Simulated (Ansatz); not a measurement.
**BH3S (triplet): the correlation ladder at distance B1–H4 along a hydrogen transfer = 1.677 Å, cc-pVDZ**

Aim: climb from Hartree-Fock through coupled cluster and multireference methods for BH3S (triplet) at one geometry and basis, and see what each rung misses.

Computed with Ansatz 0.2.0, Gaussian basis. Level: cc-pVDZ, core rule «outside noble gas», up to 6 orbitals frozen.

The runs, in order: UHF; CCSD(T) on ROHF; CCSD(T) on UHF; BCCD(T) on ROHF; CISD; CCSDT(Q) on ROHF; CCSDT(Q) on UHF; CASSCF and MRCISD+Q, 4 electrons in 4 orbitals; CASSCF and NEVPT2, 4 electrons in 4 orbitals.

11 further runs of the same task are left out: 5 for a known fault of the program, 2 for a mislabelled method, 4 that didn't finish.

## 1. The geometry

The geometry derives from fragments relaxed apart (PBE0/def2-TZVP) and kept rigid, so it is no stationary point. A hydrogen atom is moved between rigid fragments.

5 atoms, charge 0, spin multiplicity 3.

Atoms are counted from 1 here; the program's logs count them from 0.

Bond lengths: B1–H2 1.193 Å, B1–H3 1.193 Å, H4–S5 1.573 Å. Angles: H2–B1–H3 120.0°.

## 2. UHF

Contents of in.yaml:

```yaml
crystal:
  periodic: [false, false, false]
  atoms:
    - {symbol: B, position_ang: [-2.281025, 0.000000, 0.000000]}
    - {symbol: H, position_ang: [-2.877758, 1.033571, 0.000000]}
    - {symbol: H, position_ang: [-2.877758, -1.033571, 0.000000]}
    - {symbol: H, position_ang: [-0.604025, 0.000000, 0.000000]}
    - {symbol: S, position_ang: [0.968975, 0.000000, 0.000000]}
basis:
  gaussian: {orbitals: cc-pVDZ}
magnetization: {spin_polarized: true, initial_magnetization: 2}
hamiltonian: {xc: hf}
output: {orbitals: {seedname: orbitals}}
```

On the command line:

```sh
$ ansatz run in.yaml --threads 1 --pin off --events-out ev --progress --plain --max-ram 2393MiB
```

Further steps of the session: CCSD(T) on ROHF; CCSD(T) on UHF; BCCD(T) on ROHF; CISD; CCSDT(Q) on ROHF; CCSDT(Q) on UHF; CASSCF and MRCISD+Q, 4 electrons in 4 orbitals; CASSCF and NEVPT2, 4 electrons in 4 orbitals.

**Question.** What will the summary of the whole plan be? Wanted: UCCSDT(Q) below the RHF energy; RMP2 from UCCSDT(Q); UMP2 from UCCSDT(Q); RCCSD from UCCSDT(Q); RCCSD(T) from UCCSDT(Q); UCCSD(T) from UCCSDT(Q); RCCSDT(Q) from UCCSDT(Q); NEVPT2 pair from UCCSDT(Q); MRCISD+Q pair from UCCSDT(Q).

As calculated:

| quantity | value |
| --- | --- |
| UCCSDT(Q) below the RHF energy | -6.7778 eV |
| RMP2 from UCCSDT(Q) | +29.30 kcal/mol |
| UMP2 from UCCSDT(Q) | +30.57 kcal/mol |
| RCCSD from UCCSDT(Q) | +4.04 kcal/mol |
| RCCSD(T) from UCCSDT(Q) | +0.82 kcal/mol |
| UCCSD(T) from UCCSDT(Q) | +0.85 kcal/mol |
| RCCSDT(Q) from UCCSDT(Q) | +0.01 kcal/mol |
| NEVPT2 pair from UCCSDT(Q) | +27.54 kcal/mol |
| MRCISD+Q pair from UCCSDT(Q) | +0.70 kcal/mol |
| levels within 1 kcal/mol (43 meV) | RCCSD(T), UCCSD(T), BCCD(T), RCCSDT, UCCSDT, RCCSDT(Q), MRCISD+Q pair |
| T1 diagnostic | 0.025 |

**Reading.** RCCSD(T) misses by +0.82 kcal/mol, 0.5 % of the correlation energy. Of the multireference levels listed MRCISD+Q pair comes nearest in total energy (+0.70 kcal/mol), which doesn't show that its space is the better one. These misses are within one basis, not against nature; the frozen cores of restricted and unrestricted runs differ, which can shift their rows.
